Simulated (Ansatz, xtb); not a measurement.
Species: CH$_{3}$, charge 1, multiplicity 1. SMILES of the parent species: [CH3]
Coordinates optimised at B3LYP-D3(BJ)/def2-TZVP (Ansatz, a first-principles code):
```xyz
4

C      0.0000     0.0000     0.0000
H     -0.0100     1.0916    -0.0207
H      0.9502    -0.5376    -0.0134
H     -0.9402    -0.5540     0.0341
```
Charge +1, spin multiplicity 1.

Harmonic wavenumbers from GFN2-xTB (xtb, at its own minimum), cm⁻¹: 1038, 1138, 1139, 2831, 2879, 2880.

Problem. Give the harmonic wavenumbers at B3LYP-D3(BJ)/def2-TZVP (Ansatz, finite differences of forces, unscaled).

Solution. 1410, 1410, 1424, 3025, 3216, 3216 cm⁻¹. Zero-point energy 19.6 kcal/mol.

Problem. From these and the geometry, give the ideal-gas thermochemistry at 298.15 K and 1 atm (rigid rotor, harmonic oscillator).

Solution. Point group D3h, rotational symmetry number 6. Rotational constants 280.4, 280.4, 140.2 GHz. S(trans) 34.07, S(rot) 10.48, S(vib) 0.05, S(elec, spin only) 0.00, S 44.6 cal/(mol K). H(298) - H(0) 2.38 kcal/mol; G - E(el) 8.7 kcal/mol.
